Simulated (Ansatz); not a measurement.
# NH₃S (triplet): the correlation ladder at distance N1–H4 along a hydrogen transfer = 1.061 Å, cc-pVDZ

How much of the correlation energy of NH₃S (triplet) does each wave-function method recover here?

Method: cc-pVDZ, core rule «outside noble gas», up to 6 orbitals frozen; program: Ansatz 0.2.0, Gaussian basis.

Plan: UHF; CCSD(T) on ROHF; CCSD(T) on UHF; BCCD(T) on ROHF; CISD; CCSDT(Q) on ROHF; CCSDT(Q) on UHF; CASSCF and MRCISD+Q, 4 electrons in 4 orbitals; CASSCF and NEVPT2, 4 electrons in 4 orbitals; CASSCF and NEVPT2, 14 electrons in 11 orbitals.

7 further runs of the same task are left out: 7 that didn't finish.

### 1 What is computed

The geometry derives from fragments relaxed apart (PBE0/def2-TZVP) and kept rigid, so it is no stationary point. A hydrogen atom is moved between rigid fragments.

5 atoms, charge 0, spin multiplicity 3.

Atoms are counted from 1 here; the program's logs count them from 0.

Bond lengths: N1–H2 1.012 Å, N1–H3 1.012 Å, N1–H4 1.061 Å. Angles: H2–N1–H3 107.1°, H2–N1–H4 107.1°, H3–N1–H4 107.1°.

### 2 UHF

Input file in.yaml:

```yaml
crystal:
  periodic: [false, false, false]
  atoms:
    - {symbol: N, position_ang: [-1.793885, -0.011611, -0.018072]}
    - {symbol: H, position_ang: [-2.091165, 0.956222, -0.018071]}
    - {symbol: H, position_ang: [-2.091164, -0.413910, 0.862188]}
    - {symbol: H, position_ang: [-0.732885, -0.011611, -0.018072]}
    - {symbol: S, position_ang: [0.938115, -0.011610, -0.018072]}
basis:
  gaussian: {orbitals: cc-pVDZ}
magnetization: {spin_polarized: true, initial_magnetization: 2}
hamiltonian: {xc: hf}
output: {orbitals: {seedname: orbitals}}
```

Command:

```
$ ansatz run in.yaml --threads 1 --pin off --events-out ev --progress --plain --max-ram 2393MiB
```

The runs that follow: CCSD(T) on ROHF; CCSD(T) on UHF; BCCD(T) on ROHF; CISD; CCSDT(Q) on ROHF; CCSDT(Q) on UHF; CASSCF and MRCISD+Q, 4 electrons in 4 orbitals; CASSCF and NEVPT2, 4 electrons in 4 orbitals; CASSCF and NEVPT2, 14 electrons in 11 orbitals.

Before running them: what should the planned runs give, taken together? Wanted: UCCSDT(Q) below the RHF energy; RMP2 from UCCSDT(Q); UMP2 from UCCSDT(Q); RCCSD from UCCSDT(Q); RCCSD(T) from UCCSDT(Q); UCCSD(T) from UCCSDT(Q); RCCSDT(Q) from UCCSDT(Q); NEVPT2 pair from UCCSDT(Q); MRCISD+Q pair from UCCSDT(Q).

**Answer**, as computed:

| quantity | value |
| --- | --- |
| UCCSDT(Q) below the RHF energy | -9.0018 eV |
| RMP2 from UCCSDT(Q) | +106.7 kJ/mol |
| UMP2 from UCCSDT(Q) | +109.4 kJ/mol |
| RCCSD from UCCSDT(Q) | +21.1 kJ/mol |
| RCCSD(T) from UCCSDT(Q) | +3.3 kJ/mol |
| UCCSD(T) from UCCSDT(Q) | +3.3 kJ/mol |
| RCCSDT(Q) from UCCSDT(Q) | +0.1 kJ/mol |
| NEVPT2 pair from UCCSDT(Q) | +109.9 kJ/mol |
| MRCISD+Q pair from UCCSDT(Q) | +9.8 kJ/mol |
| NEVPT2 valence from UCCSDT(Q) | +140.8 kJ/mol |
| levels within 1 kcal/mol (43 meV) | RCCSD(T), UCCSD(T), BCCD(T), RCCSDT, UCCSDT, RCCSDT(Q) |
| T1 diagnostic | 0.022 |
| effectively unpaired electrons | 2.01 |

In words: RCCSD(T) misses by +3.3 kJ/mol, 0.4 % of the correlation energy. One determinant dominates. Of the multireference levels listed MRCISD+Q pair comes nearest in total energy (+9.8 kJ/mol), which doesn't show that its space is the better one. These misses are within one basis, not against nature; the frozen cores of restricted and unrestricted runs differ, which can shift their rows.
